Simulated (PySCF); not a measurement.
# Worked example: H₂Al–As⁺, quartet against H2Al–As, triplet

Geometry (PBE0/def2-TZVP stationary point of a triplet), kept for both states (H2Al–As, triplet: A2; H2Al–As⁺, quartet: A2):

```tsv
atom	x (Å)	y (Å)	z (Å)
Al	0.0000	0.0000	1.7403
As	0.0000	0.0000	-0.6949
H	0.0000	1.3758	2.5343
H	0.0000	-1.3758	2.5343
```

Basis cc-pVDZ; PySCF 2.14.0. Only valence electrons are correlated (noble-gas cores and the filled d shells of p-block atoms frozen). Prefix R: restricted or restricted open-shell reference. No spin–orbit coupling is included, and no scalar relativity.

Full CI isn't at hand for all of this; RCCSDT serves as the reference. It lacks quadruple excitations, which often exceed the step from CCSD(T) to CCSDT.

| level | E(H2Al–As, triplet) (hartree) | E(H2Al–As⁺, quartet) (hartree) |
| --- | --- | --- |
| RCCSD(T) | -2477.411132 | -2477.089303 |
| PBE | -2478.942730 | -2478.610986 |
| wB97M-V | -2479.279474 | -2478.944650 |
| RCCSDT | -2477.412035 | -2477.090148 |

**Question.** Give the vertical gap, H2Al–As⁺ quartet less H2Al–As triplet, at each level in eV (1 hartree = 27.2114 eV), and each error against RCCSDT.

**Answer.** RCCSDT: (-2477.090148 − (-2477.412035)) × 27.2114 = 8.759 eV (the reference)
wB97M-V: (-2478.944650 − (-2479.279474)) × 27.2114 = 9.111 eV, error 0.352 eV
PBE: (-2478.610986 − (-2478.942730)) × 27.2114 = 9.027 eV, error 0.268 eV
RCCSD(T): (-2477.089303 − (-2477.411132)) × 27.2114 = 8.757 eV, error -0.002 eV

Total energies of functionals can't be set beside those of wave-function methods, since they hold the core's correlation and their own absolute errors; only the differences compare.

In so small a basis the reference is far from its limit while semilocal and hybrid functionals are nearer theirs, so the functionals' errors here hold much of the reference's basis and frozen-core error, which can add to them or hide them.

Each level lands on the state that its own search finds. T1 diagnostics of restricted CCSD: 0.017 and 0.022.
